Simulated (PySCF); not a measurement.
Species: AlH₆N.
Bonds: N1–Al2. Hydrogens: H3, H4, H5 on N1; H6, H7, H8 on Al2.

Computed, not measured: PySCF, PBE0-D3(BJ)/def2-SVP geometry optimisation, gas phase.

**Question.** How far are the bound atoms from Al2?

**Answer.** 4 atoms: H7 1.607 Å, H6 1.607 Å, H8 1.607 Å, N1 2.074 Å. The nearest atom not counted as bound is H5, at 2.62 Å (others tie with it).

**Question.** List the angles at Al2.

**Answer.** 
```
    angle  degrees  distance of the outer atoms (Å)
H6–Al2–H8    117.5                             2.75
H7–Al2–H8    117.5                             2.75
H6–Al2–H7    117.5                             2.75
N1–Al2–H7     99.3                             2.82
N1–Al2–H8     99.1                             2.82
N1–Al2–H6     99.1                             2.82
```

**Question.** What is the shape at Al2?

**Answer.** Distorted tetrahedral: angles from 99.1° to 117.5°; τ4 = (360° − α − β)/141° = 0.89 with α and β the two widest (0 for a square, 1 for a tetrahedron).

**Question.** What are the other bond lengths?

**Answer.** N1–H3, N1–H4, N1–H5 1.021 Å.

**Question.** What are the rotational constants (commonest isotopes, rigid rotor)?

**Answer.** A = 48883, B = 8921, C = 8920 MHz: a prolate symmetric top.

Point group: C3v (every atom within 0.08 Å of its image). Charge 0, singlet. Not checked by PBE0-D3(BJ)/def2-SVP frequencies.

Time: 6.4 s wall; peak memory 0.29 GiB. Hardware: one thread, Arm Neoverse V1 (aarch64), shared host with 64 logical CPUs at a one-minute load of 30. This is the geometry optimisation.
